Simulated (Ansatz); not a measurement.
A run of Ansatz (development build ahead of 0.2.0) on doublet OF at this shape:

```xyz
2

O     0.0000    0.0000    0.0000
F     0.0000    0.0000    1.4894
```

Its results:

* Converged: yes
* Reference energy: -173.95176 hartree
* Correlation energy: -0.34938 hartree
* Total energy: -174.30114 hartree
* Spin squared of the determinant: 0.750
* Stability test: minimum among restricted orbitals
* Occupied orbitals by symmetry in an Abelian subgroup (alpha; beta): 5 A1 2 B1 2 B2; 5 A1 2 B1 1 B2

Task: Which input gives this output? Name the method, the orbitals and the basis set, and write the input.

Result: ROHF-MP2 in def2-SVP.

```yaml
crystal:
  periodic: [false, false, false]
  atoms:
    - { symbol: O, position_ang: [0.0, 0.0, 0.0] }
    - { symbol: F, position_ang: [0.0, 0.0, 1.4894] }
basis:
  gaussian: { orbitals: def2-SVP }
magnetization:
  initial_magnetization: 1
hamiltonian:
  xc: hf
correlation:
  method: mp2
  frozen_orbitals: { F: 1, O: 1 }
```
